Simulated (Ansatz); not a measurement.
The input, for Ansatz 0.2.0:

```yaml
crystal:
  periodic: [false, false, false]
  atoms:
    - {symbol: C, position_ang: [0.002333, 0.013081, 1.635403]}
    - {symbol: Ga, position_ang: [0.001500, -0.003061, -0.312602]}
    - {symbol: H, position_ang: [0.049464, 0.965058, 2.178752]}
    - {symbol: H, position_ang: [-0.053313, -0.915375, 2.208554]}
    - {symbol: H, position_ang: [-0.095698, 1.377277, -1.144123]}
    - {symbol: H, position_ang: [-0.031987, -1.371068, -1.106939]}
basis:
  gaussian: {orbitals: 6-31G}
magnetization: {spin_polarized: false, initial_magnetization: 1}
correlation: {active_space: {window: {electrons: 5, orbitals: 3}}}
scf: {lower_state_search: off}
output: {forces: true}
```

```sh
$ ansatz run in.yaml --threads 1 --pin off --events-out ev --progress --plain --max-ram 2393MiB
```

Log:

```
these checks for a lower state are left out or cut short: stability, starts, cluster_reference, orbital_swaps, neighbouring_geometries, increment
506 factors; integrals over basis functions are off by at most 5.8e-4 eV
mean field evaluation 1: about -53416.0771 eV, gradient 1.4e1 eV
mean field evaluation 2: about -53416.1009 eV, gradient 1.4e1 eV
mean field evaluation 4: about -53416.8005 eV, gradient 2.2e0 eV
mean field evaluation 8: about -53416.8126 eV, gradient 4.0e-4 eV
mean field -53416.81257083 eV, -1963.0316547620 hartree, gradient 4.6e-6 eV, S^2 0.750000; 0 other end points of the search recorded, 0 dependent functions left out
reference -53416.81257083 eV, -1963.0316547620 hartree; 21, 20 occupied and 25, 26 virtual orbitals, 506 factors
state -53416.81257083 eV, -1963.0316547620 hartree
the calculation of the forces begins
Total energy: -53416.81257083 eV, -1963.0316547620 hartree
Atom 0 at     0.002333     0.013081     1.635403 Å, force     0.058223     0.186123     0.092724 eV/Å
Atom 1 at     0.001500    -0.003061    -0.312602 Å, force    -0.250755     0.300657    -0.316984 eV/Å
Atom 2 at     0.049464     0.965058     2.178752 Å, force    -0.051882    -0.853174    -0.051731 eV/Å
Atom 3 at    -0.053313    -0.915375     2.208554 Å, force     0.056124     0.706502    -0.035532 eV/Å
Atom 4 at    -0.095698     1.377277    -1.144123 Å, force     0.113106    -0.327830     0.270308 eV/Å
Atom 5 at    -0.031987    -1.371068    -1.106939 Å, force     0.075183    -0.012279     0.041215 eV/Å
Dipole moment:     0.039971    -0.010283     0.171763 e Å
Checks for a lower state left out: stability, starts, cluster_reference, orbital_swaps, neighbouring_geometries, increment
```

Forces (eV/Å):
```
C    0.058  0.186  0.093
Ga  -0.251  0.301 -0.317
H   -0.052 -0.853 -0.052
H    0.056  0.707 -0.036
H    0.113 -0.328  0.270
H    0.075 -0.012  0.041
```

Ran on 1 thread of Arm Neoverse V1, shared host: 0.72 s wall, 0.2 GiB peak host memory.
